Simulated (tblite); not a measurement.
Compound: C5H6F (doublet state).
SMILES: `C=[C]/C=C(\C)F`

Level: GFN2-xTB in tblite, geometry and Hessian alike; calculated harmonic values, unscaled, isolated species. This tight-binding method is rough: wavenumbers can miss measured ones by several per cent, in bad cases by 10 to 20. Open shells enter through the occupations alone, without spin polarisation, and single modes of such species can be off by tens of per cent.

Harmonic wavenumbers (cm⁻¹): 75.1, 127.2, 128.3, 249.2, 303.2, 316.1, 389.5, 465.2, 540.3, 828.7, 842.9, 870.3, 946.6, 995.0, 1012.2, 1080.9, 1173.6, 1294.8, 1386.8, 1391.3, 1447.3, 1448.8, 1497.3, 1973.0, 2962.7, 2987.3, 2987.3, 3006.2, 3036.4, 3066.2.

A = 8427, B = 2021, C = 1665 MHz; mass 85.045 u (most abundant isotopes); point group Cs, symmetry number 1; spin multiplicity 2.

Q: Zero-point energy?

A: Half the sum of the wavenumbers: 19415 cm⁻¹ = 232.25 kJ/mol.

Q: Entropy at 200 K, 1 bar (ideal gas, RRHO, classical rotation)?

A: Translation 155.97, rotation 107.28, vibration 47.84, spin (R ln 2) 5.76: S = 316.9 J/(mol K).

Q: And Cp and H(200 K) − H(0)?

A: Cp = 88.88 J/(mol K), of which vibrations give 55.62 (their classical limit is 30 R = 249.4); H(200 K) − H(0) = 12.18 kJ/mol without the zero-point energy, 5.52 from vibrations.

Q: Which modes carry the vibrational entropy at 200 K?

A: 75.1 cm⁻¹: 13.53; 127.2 cm⁻¹: 9.34; 128.3 cm⁻¹: 9.27; 249.2 cm⁻¹: 4.49; 303.2 cm⁻¹: 3.30; 316.1 cm⁻¹: 3.07 J/(mol K); the other 24 give 4.83 together.

Q: Blend soft modes into free rotors: weight 1/[1 + (100 cm⁻¹/ν̃)⁴] for the oscillator and the rest for a rotor with moment μB/(μ + B), μ = h/(8π²ν), B = 10⁻⁴⁴ kg m². What vibrational entropy results?

A: 46.38 J/(mol K) in place of 47.84, which changes −T·S at 200 K by +0.29 kJ/mol.

Q: How do the functions run with temperature in this model?

A: 
```csv
T (K),S (J/(mol K)),Cp (J/(mol K)),H − H(0) (kJ/mol),G − H(0) (kJ/mol),ln q(vib)
50,228.4,45.5,1.86,-9.55,0.17
100,265.2,62.2,4.57,-21.95,0.82
298.15,356.8,112.5,22.06,-84.30,4.06
373.15,383.9,129.9,31.16,-112.09,5.28
500,425.6,155.6,49.33,-163.49,7.31
750,496.1,192.0,93.11,-278.99,11.10
1000,554.9,216.3,144.34,-410.58,14.59
```

q(vib) and H(0) count from the zero-point level.

Hindered rotation and anharmonicity are outside this model.
